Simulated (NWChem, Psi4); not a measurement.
# Predicting a hybrid from its neighbours: AlCl

AlCl has 2 atoms, charge 0, and is taken as a singlet. As SMILES, `[Al][Cl]`. The bond length is the measured one.

The dipole moment y, in D, basis aug-cc-pVTZ; a is the functional's share of exact exchange. Programs: NWChem 7.3.0, Psi4 1.11.

| functional | program | a | y (D) |
| --- | --- | --- | --- |
| revPBE | Psi4 | 0 | 1.37 |
| r2SCAN | NWChem | 0 | 1.32 |
| B3LYP | NWChem | 0.2 | 1.59 |
| PBE0 | NWChem | 0.25 | ? |
| BHLYP | NWChem | 0.5 | 1.65 |

Problem. Fit y = c + s·a to the known rows and predict PBE0.

Solution. 
1. Means of the 4 rows: a = 0.1750, y = 1.482.
2. Σ(Δa)² = 0.1675, Σ(Δa·Δy) = 0.10525, so the slope is 0.10525/0.1675 = 0.62836.
3. Intercept: 1.482 − (0.62836) × 0.1750 = 1.372. The largest residual of the fit is 0.092.
4. PBE0: 1.372 + (0.62836) × 0.25 = 1.53 D.

The run gave 1.48 D, so the prediction is off by +0.05 D, within the scatter of the fit. More exact exchange makes the molecule more polar here.
